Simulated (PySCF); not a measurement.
# C4H5PS: the cost of one run

Computed with PySCF 2.14.0 and routines of our own; the level stands in each step. Atoms count from 0.

## 1. The starting structure

11 atoms, charge 0, multiplicity 1; geometry from: GFN2-xTB.

## 2. Magnetic properties: GIAO CAM-B3LYP/pcSseg-1

The job: settings as JSON, then the geometry in Å.

```
{"job": {"kind": "mag", "xc": "CAM-B3LYP", "basis": "pcSseg-1", "isotopologues": 2}, "charge": 0, "multiplicity": 1}
C     -2.058189    -0.035477     0.000137
C     -0.566979    -0.080032     0.013001
P      0.369119    -1.478040     0.340050
C      1.903662    -0.621870     0.146876
C      1.850434     0.692454    -0.157443
S      0.290606     1.386466    -0.323110
H     -2.431754     0.678426     0.734974
H     -2.458550    -1.019344     0.234517
H     -2.430178     0.270794    -0.978255
H      2.844563    -1.134699     0.270543
H      2.692690     1.343994    -0.307253
```

With the program's defaults for keys left out, this is: GIAO CAM-B3LYP/pcSseg-1 magnetisability, rotational g tensor and spin-rotation constants, non-relativistic, gas phase.

The run is started by

```
OMP_NUM_THREADS=1 python excited_run.py task.json out
```

The driver reads the jobs from task.json and runs them one after another.

Q: Estimate the wall time and peak memory of this first job on 1 thread of Arm Neoverse V2, shared host.

About 20 s, with a peak of 0.74 GiB.
